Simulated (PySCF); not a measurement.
**Bond length, frequency and bond energy of CO⁺ by level of theory**

State: ²Σ⁺ (doublet), unpaired electrons σ ↑. Set-up: C jorge-DZP-DKH, O jorge-DZP-DKH; spin-free X2C with a Gaussian nucleus (PySCF 2.14). De refers to C⁺ + O in their high-spin ground configurations, without counterpoise correction. The functionals are run spin-unrestricted. A positive dipole points towards O; it is taken about the centre of mass and depends on that origin.

```tsv
Level	Re (Å)	ωe (cm⁻¹)	De (eV)	μ (D)	CPU s a point (SCF and correlation, without the integrals)
ROHF	1.087	2631	5.03	-3.24	0.028
ROHF-MP2	1.142	2081	8.45	n/a	0.045
ROHF-SCS-MP2	1.138	2129	8.03	n/a	n/a
ROHF-CCSD	1.127	2285	7.45	n/a	n/a
ROHF-CCSD(T)	1.135	2185	7.72	n/a	0.57
PBE	1.138	2181	9.06	-2.50	0.31
PBEsol	1.135	2202	9.53	-2.52	0.24
r²SCAN	1.125	2265	8.64	-2.69	0.42
B3LYP	1.124	2268	8.11	-2.69	0.38
PBE0	1.120	2323	8.30	-2.72	0.38
B97-3	1.120	2323	8.20	-2.70	0.55
CAM-B3LYP	1.119	2320	8.10	-2.74	0.8
```

**Question.** Which functional lies closest to ROHF-CCSD(T) in De, which farthest, and by how much do they differ from it?

**Answer.** Closest is CAM-B3LYP (-1.6 pm in Re, +6.2 % in ωe, +0.38 eV in De against ROHF-CCSD(T) in the same basis), farthest PBEsol (+0.0 pm in Re, +0.8 % in ωe, +1.81 eV in De). CCSD(T) converges more slowly with the basis than the functionals do and binds too weakly in this one, so the order can change at the basis-set limit.

**Question.** What does a quarter of exact exchange do here, going from PBE to PBE0?

**Answer.** PBE0 less PBE: -1.8 pm in Re, +6.5 % in ωe, -0.76 eV in De. Exact exchange removes part of the self-interaction that spreads semilocal densities, and in most molecules shortens and stiffens the bond and lowers De; so it does here.

**Question.** What does all correlation do here, going from ROHF to ROHF-CCSD(T)?

**Answer.** ROHF-CCSD(T) less ROHF: +4.8 pm in Re, -17.0 % in ωe, +2.69 eV in De. Correlation nearly always deepens the well. The bond lengthens, as in strong covalent bonds, where excitations into antibonding orbitals dominate.

Correlated steps freeze 2 core orbitals. Correlated levels converge slowly with the basis: in double zeta they bind strong bonds too weakly, by up to about 1 eV, and carry superposition errors of some tenths. For an ion De counts to the pair picked by the measured ionisation energies or electron affinities, which need not be the lowest pair at this level. The state was picked by a PBE0 search and need not be the measured ground state.

The whole job (state search and all levels along the bond) took about 0.92 min on 1 thread of Arm Neoverse V1 (shared host), peak memory 0.39 GiB.
